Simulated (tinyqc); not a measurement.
Worked calculation: RKS/LDA (PW92) in the sto-6g basis, for BH, spin multiplicity 1. One step of it, computed by the program tinyqc.

Problem. Orthogonalisation. S = U s U^T; symmetric (Loewdin) form X = U s^(-1/2) U^T, so that X^T S X = 1.

overlap S:
```
,1B 1s,1B 2s,1B 2px,1B 2py,1B 2pz,2H 1s
1B 1s,1.000000,0.264891,0.000000,0.000000,0.000000,0.006748
1B 2s,0.264891,1.000000,0.000000,0.000000,0.000000,0.120565
1B 2px,0.000000,0.000000,1.000000,0.000000,0.000000,0.000000
1B 2py,0.000000,0.000000,0.000000,1.000000,0.000000,0.000000
1B 2pz,0.000000,0.000000,0.000000,0.000000,1.000000,0.154620
2H 1s,0.006748,0.120565,0.000000,0.000000,0.154620,1.000000
```

Give: eigenvalues of S; X.

Solution.

eigenvalues of S: 0.703  0.860  1.000  1.000  1.134  1.303

X:
```
,1B 1s,1B 2s,1B 2px,1B 2py,1B 2pz,2H 1s
1B 1s,1.028,-0.140,0.000,0.000,-0.001,0.009
1B 2s,-0.140,1.034,0.000,0.000,0.007,-0.064
1B 2px,0.000,0.000,1.000,0.000,0.000,0.000
1B 2py,0.000,0.000,0.000,1.000,0.000,0.000
1B 2pz,-0.001,0.007,0.000,0.000,1.009,-0.079
2H 1s,0.009,-0.064,0.000,0.000,-0.079,1.015
```
